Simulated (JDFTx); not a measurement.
Input for JDFTx (a modified build): chloroform, CHCl3 (SMILES ClC(Cl)Cl), charge 0, multiplicity 1, vacuum; lengths in bohr, energies in hartree.

```
lattice \
  19.8421243086 0.0000000000 0.0000000000 \
  0.0000000000 19.8421243086 0.0000000000 \
  0.0000000000 0.0000000000 17.4799666528
coords-type Cartesian
ion Cl 0.9511690852 2.6008411918 -1.5679528955 1
ion C 0.3178995862 -0.5013352806 -0.4935259216 1
ion Cl -2.6868922997 -1.5028022842 -1.5680259799 1
ion Cl 2.6868922997 -2.6008411918 -1.5687602058 1
ion H 0.3177090538 -0.5016641686 1.5687602058 1
ion-species pseudo/cl_pbe_v1.4.upf
ion-species pseudo/c_pbe_v1.2.upf
ion-species pseudo/h_pbe_v1.4.upf
elec-cutoff 20 100
elec-ex-corr gga-PBE
symmetries none
coulomb-interaction Isolated
coulomb-truncation-embed 0 0 0
elec-n-bands 13
electronic-minimize nIterations 150 energyDiffThreshold 1e-7
ionic-minimize nIterations 25 energyDiffThreshold 1e-5 knormThreshold 4e-4
dump-name s0.$VAR
dump End State Ecomponents EigStats BandEigs Forces ElecDensity IonicPositions
```

The minimisation and the closing blocks of the log:

```
ElecMinimize: Iter:   0  Etot: -51.162147026634464  |grad|_K:  7.738e-04  alpha:  1.000e+00
ElecMinimize: Iter:   1  Etot: -51.357351012836411  |grad|_K:  3.133e-04  alpha:  8.551e-01  linmin: -1.417e-02
ElecMinimize: Iter:   2  Etot: -51.392199594841067  |grad|_K:  1.402e-04  alpha:  9.220e-01  linmin:  7.141e-04
ElecMinimize: Iter:   3  Etot: -51.399044263952433  |grad|_K:  6.094e-05  alpha:  9.110e-01  linmin:  2.582e-04
ElecMinimize: Iter:   4  Etot: -51.400404292934610  |grad|_K:  2.640e-05  alpha:  9.578e-01  linmin: -1.162e-04
ElecMinimize: Iter:   5  Etot: -51.400682156146431  |grad|_K:  1.199e-05  alpha:  1.043e+00  linmin:  2.217e-04
ElecMinimize: Iter:   6  Etot: -51.400746843283478  |grad|_K:  6.250e-06  alpha:  1.176e+00  linmin:  5.255e-05
ElecMinimize: Iter:   7  Etot: -51.400762355856571  |grad|_K:  3.486e-06  alpha:  1.038e+00  linmin: -1.002e-05
ElecMinimize: Iter:   8  Etot: -51.400767459209838  |grad|_K:  1.836e-06  alpha:  1.098e+00  linmin: -5.352e-06
ElecMinimize: Iter:   9  Etot: -51.400768813347653  |grad|_K:  9.290e-07  alpha:  1.050e+00  linmin: -3.397e-07
ElecMinimize: Iter:  10  Etot: -51.400769154532043  |grad|_K:  4.714e-07  alpha:  1.034e+00  linmin: -1.778e-06
ElecMinimize: Iter:  11  Etot: -51.400769242723094  |grad|_K:  2.508e-07  alpha:  1.038e+00  linmin:  2.108e-05
ElecMinimize: Iter:  12  Etot: -51.400769268229965  |grad|_K:  1.324e-07  alpha:  1.060e+00  linmin: -1.066e-04
ElecMinimize: Converged (|Delta Etot|<1.000000e-07 for 2 iters).
[... lines cut ...]
ElecMinimize: Iter:   3  Etot: -51.401138880679063  |grad|_K:  1.558e-06  alpha:  1.097e+00  linmin:  5.523e-05
ElecMinimize: Iter:   4  Etot: -51.401139957139222  |grad|_K:  8.843e-07  alpha:  1.159e+00  linmin: -9.607e-06
ElecMinimize: Iter:   5  Etot: -51.401140295547663  |grad|_K:  4.853e-07  alpha:  1.131e+00  linmin: -8.035e-07
ElecMinimize: Iter:   6  Etot: -51.401140402328423  |grad|_K:  2.542e-07  alpha:  1.185e+00  linmin:  9.681e-06
ElecMinimize: Iter:   7  Etot: -51.401140430412532  |grad|_K:  1.455e-07  alpha:  1.136e+00  linmin: -1.021e-04
ElecMinimize: Iter:   8  Etot: -51.401140439273661  |grad|_K:  8.269e-08  alpha:  1.094e+00  linmin:  1.406e-04
ElecMinimize: Converged (|Delta Etot|<1.000000e-07 for 2 iters).
IonicMinimize: Iter:   4  Etot: -51.401140439273661  |grad|_K:  5.339e-04  alpha:  1.000e+00  linmin:  1.890e-01
ElecMinimize: Iter:   0  Etot: -51.401137500440655  |grad|_K:  3.285e-06  alpha:  1.000e+00
ElecMinimize: Iter:   1  Etot: -51.401141190004765  |grad|_K:  1.253e-06  alpha:  8.938e-01  linmin: -1.270e-05
ElecMinimize: Iter:   2  Etot: -51.401141947638422  |grad|_K:  7.406e-07  alpha:  1.261e+00  linmin: -1.247e-05
ElecMinimize: Iter:   3  Etot: -51.401142155799292  |grad|_K:  3.872e-07  alpha:  9.923e-01  linmin:  2.862e-06
ElecMinimize: Iter:   4  Etot: -51.401142223801173  |grad|_K:  2.150e-07  alpha:  1.186e+00  linmin: -1.675e-05
ElecMinimize: Iter:   5  Etot: -51.401142243311348  |grad|_K:  1.120e-07  alpha:  1.104e+00  linmin:  3.360e-05
ElecMinimize: Converged (|Delta Etot|<1.000000e-07 for 2 iters).

# Ionic positions in cartesian coordinates:
ion Cl   0.957968300833521   2.633280349077610  -1.547084686417143 1
ion Cl  -2.717525395361995  -1.512914809407520  -1.547216963572982 1
ion Cl   2.711253997370144  -2.623327463684651  -1.548072551976538 1
ion C   0.317389075459575  -0.501247940652706  -0.527980730779236 1
ion H   0.317691746898756  -0.501591868732733   1.540850135745898 1

# Forces in Cartesian coordinates:
force Cl  -0.000023696602812  -0.000180486647750   0.000073316761534 1
force Cl   0.000164790305684   0.000066347125907   0.000065272288736 1
force Cl  -0.000146707624976   0.000114940098500   0.000073497222240 1
force C   0.000013194742118   0.000001907114278  -0.001028300068007 1
force H   0.000001612133728   0.000002313845927   0.000851099094561 1

# Energy components:
   Eewald =       58.2027281241977406
       EH =      100.3029108788144015
     Eloc =     -227.0544725323786110
      Enl =        8.0274347556225614
      Exc =      -16.2155081200087388
 Exc_core =        4.9001801204832276
       KE =       20.4355845299580707
-------------------------------------
     Etot =      -51.4011422433113481

IonicMinimize: Iter:   5  Etot: -51.401142243311348  |grad|_K:  3.555e-04  alpha:  1.000e+00  linmin:  9.154e-01
IonicMinimize: Converged (|grad|_K<4.000000e-04).

	eMin: -0.873143 at state 0 ( [ +0.000000 +0.000000 +0.000000 ] spin 0 )
	HOMO: -0.275921 at state 0 ( [ +0.000000 +0.000000 +0.000000 ] spin 0 )
```

The run took 53 electronic cycles; the highest occupied level lies at -7.51 eV from the vacuum level.
